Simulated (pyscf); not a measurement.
# Four-centre exchange: HO–SiH•–OH (SMILES O[SiH]O) + HF (SMILES F) → HO–SiH•–F (SMILES O[SiH]F) + H₂O (SMILES O)

Gas phase, doublet surface, charge 0. Bonds broken: Si2–O7, F3–H5. Bonds formed: Si2–F3, H5–O7. PySCF, gas phase, ωB97X-D3(BJ)/def2-SVP geometries.

Transition state (Å):

```xyz
8

O      0.0709     0.3702    -1.3056
Si     0.4888    -0.0950     0.2321
F     -1.3410     0.5187     0.7954
H     -0.7761     0.8374    -1.3296
H     -1.2852    -0.6543     1.0920
H      0.9809     0.9061     1.2471
O     -0.5461    -1.5065     0.9151
H     -0.1935    -2.0070     1.6630
```

One imaginary mode, 690i cm⁻¹; descent along it reached the two sides named, in the forms told below.

```
bond    change  reactant side (Å)  saddle  product side
------  ------  -----------------  ------  ------------
Si2–O7  breaks              1.711   1.879           3.3
F3–H5   breaks              0.948   1.211         2.084
Si2–F3   forms                3.2   2.010         1.657
H5–O7    forms              1.674   1.142         0.970
```

Electronic energies relative to the separated reactants (kcal/mol):

| level | barrier | reaction energy | reverse barrier |
|---|---|---|---|
| ωB97X-D3(BJ)/def2-TZVP | 15.3 | -9.8 | 25.1 |
| PBE/def2-TZVP | 10.2 | -10.3 | 20.5 |
| r²SCAN/def2-TZVP | 11.5 | -10.3 | 21.8 |
| B3LYP-D3(BJ)/def2-TZVP | 14.8 | -10.4 | 25.1 |
| PBE0-D3(BJ)/def2-TZVP | 12.9 | -9.6 | 22.4 |
| M06-2X/def2-TZVP | 14.4 | -9.8 | 24.2 |
| ωB97M-D3(BJ)/def2-TZVP | 14.5 | -10.3 | 24.8 |
| HF/def2-TZVP | 30.0 | -11.2 | 41.2 |

With ωB97M-D3(BJ)/def2-TZVP energies and thermal terms (ideal gas, 1 atm, RRHO with modes under 100 cm⁻¹ raised to 100, one conformer, R ln 2 for chiral ones without a mode under 150 cm⁻¹), in kcal/mol:

| T (K) | ΔH‡ | ΔG‡ | ΔH | ΔG |
|---|---|---|---|---|
| 298 | 13.7 | 25.0 | -9.8 | -10.1 |
| 600 | 13.2 | 36.8 | -10.3 | -10.3 |
| 900 | 13.3 | 48.6 | -10.8 | -10.2 |
| 1200 | 13.6 | 60.3 | -11.2 | -9.9 |

On the reactant side the descent ends in a bound adduct, 10.3 kcal/mol under the separated species and 25.7 kcal/mol under the saddle at ωB97X-D3(BJ)/def2-TZVP. On the product side the descent ends in a bound adduct, 8.2 kcal/mol under the separated species and 33.4 kcal/mol under the saddle at ωB97X-D3(BJ)/def2-TZVP. One saddle was located; it need not be the lowest between these sides.
